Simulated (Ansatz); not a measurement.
Reaction: C3H3N (SMILES C(#N)C=C) → C3H2N (SMILES [CH]=CC#N, doublet) + H (doublet) (the C-H bond breaks)
Each species at its own B3LYP-D3(BJ)/def2-TZVP minimum (Ansatz, an electronic-structure program).

Property: bond dissociation energy (electronic), in kcal/mol. UHF or UKS for unpaired electrons; spin-orbit terms are left out. CBS(X,Y): correlation extrapolated as X^-3, Hartree-Fock from the larger set. A bracket is a step between two methods taken in the basis named. The functionals are non-relativistic, so their misses hold any scalar relativity. 'core' is core correlation in cc-pwCVTZ, 'X2C' scalar relativity in cc-pVTZ-DK, both at CCSD(T). For partners of very few electrons the exact lower level stands in for a higher one. The restricted determinant of C3H3N (C=CC#N, singlet) is unstable towards broken spin symmetry in at least one set run. The UHF reference of C3H2N ([CH]=CC#N, doublet) is spin-contaminated (<S^2> up to 0.38 over the pure value in the sets run).

CCSD(T)/CBS(cc-pVTZ,cc-pVQZ) + [CCSDT(Q) - CCSD(T)]/cc-pVDZ + core + X2C (Ansatz) gives 121.0 kcal/mol.

Question: What does PBE/def2-TZVPD (Ansatz) give here, and how do the other levels compare?

Answer: PBE gives 116.5 kcal/mol, 4.5 kcal/mol below it. Differences of the others: r2SCAN/def2-TZVPD (Ansatz) -5.8; B3LYP/def2-TZVPD (Ansatz) -2.4; PBE0/def2-TZVPD (Ansatz) -4.3; wB97M-V/def2-TZVPD (Ansatz) -0.3; CCSD(T)/CBS(cc-pVTZ,cc-pVQZ) + core + X2C (Ansatz) 0.9 kcal/mol.
